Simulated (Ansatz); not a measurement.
A made-up structure of MgSiH$_{3}$F, closed shell:

```
atom    x (Å)    y (Å)    z (Å)
  F1   0.4578  -1.4843   0.6736
 Mg2   0.9320  -3.0244   1.3716
 Si3  -0.2332   0.7564  -0.3432
  H4  -1.4796   0.6463  -1.1567
  H5   0.8171   1.3142  -1.2450
  H6  -0.4942   1.7918   0.6996
```

It is relaxed with PBE-D4/def2-SVP and then PBE0-D4/def2-TZVP (Ansatz 0.2.0). Atoms count as bonded within 1.22 times the sum of their covalent radii (H–H: 0.88 Å). The end point is not checked to be a true minimum.

Question: Does its bonding change? (Judge from chemistry; the calculation decides.)

Answer: Computed: Yes. Formed: F1–Si3; broken: F1–Mg2.

Where it ends: The first stage lowers the energy by 1.71 eV in 9 steps. It ends as a complex of SiH₃F ([F][SiH3]) + Mg:
F1  (0.185, -0.681, 0.295)
Mg2  (1.090, -3.480, 1.588)
Si3  (-0.230, 0.736, -0.335)
H4  (-1.468, 0.543, -1.124)
H5  (0.880, 1.196, -1.202)
H6  (-0.457, 1.686, 0.778)
(Å)

Labels in which every atom is bracketed show which atoms are joined, not bond orders.

For scale, one of the runs: PBE0-D4/def2-TZVP relaxation, 118 basis functions, launched by `ansatz run in.yaml --threads 2 --pin off --events-out ev --progress --plain --max-ram 4352MiB`. The run took about 21 s on 2 CPU threads of an Arm Neoverse V1 (shared host).
